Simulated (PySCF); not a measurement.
# Atomic charges by several schemes

N2O.
Numbering: `[N:1]#[N+:2][O-:3]`

Density: PBE0/pcSseg-1 (PySCF); schemes: Mulliken, IAO, Hirshfeld and ESP-fitted. Isolated species at its GFN2-xTB geometry, gas phase.

Problem. Which atoms carry the lowest charge in the Mulliken, IAO, Hirshfeld and ESP-fitted schemes?

Solution. The schemes don't all agree: Mulliken O3 (-0.338); IAO O3 (-0.306); Hirshfeld O3 (-0.133); ESP-fitted N1 (-0.364).

Problem. Do the Mulliken, IAO, Hirshfeld and ESP-fitted schemes agree on where the charge is highest?

Solution. All schemes agree: Mulliken N2 (+0.413); IAO N2 (+0.494); Hirshfeld N2 (+0.230); ESP-fitted N2 (+0.713).

Problem. Tabulate the Mulliken, IAO, Hirshfeld and ESP-fitted charges.

Solution. In e:

```json
{"atom": "N1", "environment": "nitrogen bonded to N", "Mulliken": "-0.075", "IAO": "-0.188", "Hirshfeld": "-0.097", "ESP-fitted": "-0.364"}
{"atom": "N2", "environment": "nitrogen bonded to N and O", "Mulliken": "+0.413", "IAO": "+0.494", "Hirshfeld": "+0.230", "ESP-fitted": "+0.713"}
{"atom": "O3", "environment": "oxygen bonded to N", "Mulliken": "-0.338", "IAO": "-0.306", "Hirshfeld": "-0.133", "ESP-fitted": "-0.349"}
```

Mean size of the charges over all atoms: ESP-fitted 0.475 e, IAO 0.329 e, Mulliken 0.275 e, Hirshfeld 0.153 e. Each set sums to the total charge, 0, to within 0.001 e. The IAO scheme counts the electrons in orthogonalised intrinsic atomic orbitals, a minimal basis polarised so that it spans the occupied orbitals exactly.

Problem. How many electrons does the Mulliken scheme count on N2?

Solution. Z − q = 7 − (+0.413) = 6.587.

Problem. Sum the charges by element, for elements with more than one atom.

Solution. 
```json
{"element": "N", "atoms": "2", "Mulliken": "+0.338", "IAO": "+0.306", "Hirshfeld": "+0.133", "ESP-fitted": "+0.349"}
```
